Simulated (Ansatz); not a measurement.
**What a trial cell of IrAu relaxes into**

Method: Ansatz 0.2.0, DFT PBE, scalar-relativistic, plane waves, PAW. Cutoff 420 eV, Γ-centred k mesh, Gaussian smearing, no spin polarisation in the final step.

IrAu was placed on the rock salt structure type (Fm-3m, No. 225), with Ir in place of Na, Au in place of Cl, at a guessed volume.

```xyz
2
Lattice="0.0000 2.5283 2.5283 2.5283 0.0000 2.5283 2.5283 2.5283 0.0000" Properties=species:S:1:pos:R:3 pbc="T T T"
Ir    0.0000    0.0000    0.0000
Au    2.5283    2.5283    2.5283
```

Cell and atoms relax at zero pressure; the relaxation can't lower the symmetry of the start. After a coarse first stage the cell is made exact in the group found at 0.06 Å.

Formation energies are uncorrected and refer to the elements' standard structures at the same level.

**Question.** What does it relax into?

**Answer.** It keeps Fm-3m (No. 225). The result has the rock salt structure. Conventional cell: a = 5.297 Å. Ir is coordinated by 6 Au at 2.65 Å; Au is coordinated by 6 Ir at 2.65 Å.

```xyz
2
Lattice="0.0000 2.6485 2.6485 2.6485 0.0000 2.6485 2.6485 2.6485 0.0000" Properties=species:S:1:pos:R:3 pbc="T T T"
Ir    0.0000    0.0000    0.0000
Au    2.6485    2.6485    2.6485
```

**Question.** What are its volume, energy, density and gap?

**Answer.** The volume per atom is 18.58 Å³, the density is 17.39 g/cm³ and the energy over the elements is 1.13 eV/atom. The gap on the 18×18×18 mesh is 0 eV (a metal).

The final run used a 18×18×18 mesh on its 2-atom cell and 0.10 eV smearing. The k mesh leaves about 4 meV/atom of noise in metals. Spin–orbit coupling is left out. A structure relaxed within its symmetry needn't be a true minimum.

Cost: 3 runs of about 1.1 core-minutes in all, on Arm Neoverse N1 (shared hosts).